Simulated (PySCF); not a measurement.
Simulated P 2p region for `P(/[H])=P/[H]` (phosphanylidenephosphane), binding energy against the vacuum level.

Every computed line was given a Gaussian of 0.7 eV full width at half maximum and an area set by the number of equivalent atoms (split 2:1 within a doublet); the highest printed point is 100. Method: delta-SCF UKS SCAN, pcX-2 on the ionised atom, pcseg-1 elsewhere, spin-free X2C (PySCF 2.14.0).

```json
{"binding energy (eV)": "135.8", "intensity": "0"}
{"binding energy (eV)": "135.9", "intensity": "1"}
{"binding energy (eV)": "136.0", "intensity": "3"}
{"binding energy (eV)": "136.1", "intensity": "7"}
{"binding energy (eV)": "136.2", "intensity": "14"}
{"binding energy (eV)": "136.3", "intensity": "26"}
{"binding energy (eV)": "136.4", "intensity": "42"}
{"binding energy (eV)": "136.5", "intensity": "62"}
{"binding energy (eV)": "136.6", "intensity": "81"}
{"binding energy (eV)": "136.7", "intensity": "95"}
{"binding energy (eV)": "136.8", "intensity": "100"}
{"binding energy (eV)": "136.9", "intensity": "94"}
{"binding energy (eV)": "137.0", "intensity": "81"}
{"binding energy (eV)": "137.1", "intensity": "65"}
{"binding energy (eV)": "137.2", "intensity": "52"}
{"binding energy (eV)": "137.3", "intensity": "44"}
{"binding energy (eV)": "137.4", "intensity": "44"}
{"binding energy (eV)": "137.5", "intensity": "47"}
{"binding energy (eV)": "137.6", "intensity": "50"}
{"binding energy (eV)": "137.7", "intensity": "51"}
{"binding energy (eV)": "137.8", "intensity": "46"}
{"binding energy (eV)": "137.9", "intensity": "38"}
{"binding energy (eV)": "138.0", "intensity": "28"}
{"binding energy (eV)": "138.1", "intensity": "19"}
{"binding energy (eV)": "138.2", "intensity": "11"}
{"binding energy (eV)": "138.3", "intensity": "6"}
{"binding energy (eV)": "138.4", "intensity": "3"}
{"binding energy (eV)": "138.5", "intensity": "1"}
{"binding energy (eV)": "138.6", "intensity": "0"}
{"binding energy (eV)": "138.7", "intensity": "0"}
```

**Question.** How many maxima does the curve show, and how many computed lines lie under it?

**Answer.** The curve has 2 maxima (at 136.8 and 137.7 eV). Under it lie 2 lines from 1 inequivalent phosphorus site, drawn as a 2p3/2, 2p1/2 pair.

**Question.** Decompose the envelope and assign each component. Numbering: `[H]/[P:1]=[P:2]\[H]`.

**Answer.** 
```
position (eV)  relative area     line  atoms                   environment
       136.79           1.33  P 2p3/2  P1/P2  phosphorus bonded to P and H
       137.68           0.67  P 2p1/2  P1/P2  phosphorus bonded to P and H
```

**Question.** What are the centre and the root-mean-square width of the whole band?

**Answer.** The area-weighted mean of the lines is 137.09 eV. Their own spread about it is 0.42 eV (rms) and each Gaussian has σ = 0.7/2.355 = 0.30 eV; the variances add, which gives 0.52 eV.

Shake-up satellites, vibrational structure and lifetime widths aren't simulated. Atoms equivalent by their bonding share one computed value, that of the first of them. Spin–orbit and ligand-field terms were added within each 2p shell after the spin-free SCF. 2p1/2 minus 2p3/2 (ligand field included): P 0.89 eV. Isolated species at its PBE0-D3(BJ)/def2-SVP geometry, gas phase.
